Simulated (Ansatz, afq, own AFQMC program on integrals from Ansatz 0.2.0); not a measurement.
# Where AFQMC and coupled cluster stand for NbCl$_{2}$, quartet

```tsv
atom	x (Å)	y (Å)	z (Å)
Nb	0.0000	0.0000	0.0595
Cl	0.0000	0.0000	-2.4125
Cl	0.0000	0.0000	2.3529
```

Connectivity, by distances: Cl–Nb–Cl.

Basis def2-SVP with its core potentials. Noble-gas cores (and the filled d shells of Ga–Kr and In–Xe) are frozen. AFQMC by an in-house program on the Cholesky factors that Ansatz 0.2.0 writes for its CCSD(T) run. ph-AFQMC/CISD is guided by a CISD state made of CCSD amplitudes; releasing the constraint for a short imaginary time cuts its bias at the price of noise, slowly where states lie close. Error bars are statistical, one sigma. No spin–orbit coupling. The metal's outer-core s and p shells are frozen, which shifts wave-function levels against functionals.

Determinant: UHF, the one that the program's search chose, which needn't be the lowest solution. The geometry is a point of a scan.

No full CI on the walks' own integrals is used here; CCSDT(Q) serves as the reference and is uncertain by about the last step of the cluster series.

Cautions: no spin-orbit coupling; outer-core shells of the metal frozen; lower spins were not checked; higher spins were not checked.

* T1 diagnostic: 0.0220
* weight of the determinant in the CISD state: 0.844
* ⟨S²⟩ of the determinant: 3.769
* size of the correlated space: 19 electrons in 53 orbitals

```csv
level,correlation energy (eV)
MP2,-8.8179
CCSD,-9.6467
CCSD(T),-9.9264
```

**Question.** Estimate where AFQMC with the constraint released lies against CCSD(T) on the same integrals.

**Answer.** 1.23 ± 0.21 kcal/mol below CCSD(T).

Reference: CCSDT(Q), correlation energy -9.989 eV. The released energy is read at 1.80 1/Eh, later times being too noisy (meV from the phaseless value at times in 1/Eh: -13 ± 5 at 0.24, -13 ± 7 at 0.60, -13 ± 6 at 1.20, -7 ± 9 at 1.80, -19 ± 10 at 2.60).

```csv
level,E − E(reference) (kcal/mol),share of correlation (%)
CCSD(T),1.45,99.37
CCSDT,0.56,99.76
ph-AFQMC/CISD,0.39 ± 0.12,99.83
released AFQMC,0.22 ± 0.21,99.91
```

A walk keeps the symmetry of its determinant, which the program's search chose and which needn't be the lowest solution, so a lower state of the same spin and another symmetry isn't excluded. Released energies are given only where the last usable release times agree within the noise; a slower fall can still hide under it.
